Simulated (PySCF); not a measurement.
Stepwise substitution at one centre (B Cl-SH). Isolated molecules, 0 K electronic values unless said otherwise. One relaxed conformer stands for each flexible species; it need not be the lowest. Strings in code marks are SMILES.

Calculation: B3LYP-D3(BJ)/def2-TZVP run with PySCF 2.14.0. B3LYP has the VWN-RPA correlation part, as in Gaussian. Excitations are Tamm–Dancoff values on a coarser integration grid. The basis has no diffuse functions, so Rydberg states are missing or too high.

```csv
species,S1–T1 gap (TDA) (eV),T1 excitation (TDA) (eV)
0 of 3 Cl replaced by SH,(withheld),5.41
1 of 3 Cl replaced by SH,1.26,4.81
"2 of 3 Cl replaced by SH (`SB(Cl)S` (H–S–B–Cl torsion 180°, Cl–B–S–H torsion 0°))",1.21,4.68
3 of 3 Cl replaced by SH (`SB(S)S`),(withheld),4.87
```

Question: Complete the blanks.

Answer: 
- 0 of 3 Cl replaced by SH, S1–T1 gap (TDA) (eV): 0.18
- 3 of 3 Cl replaced by SH (`SB(S)S`), S1–T1 gap (TDA) (eV): 0.77
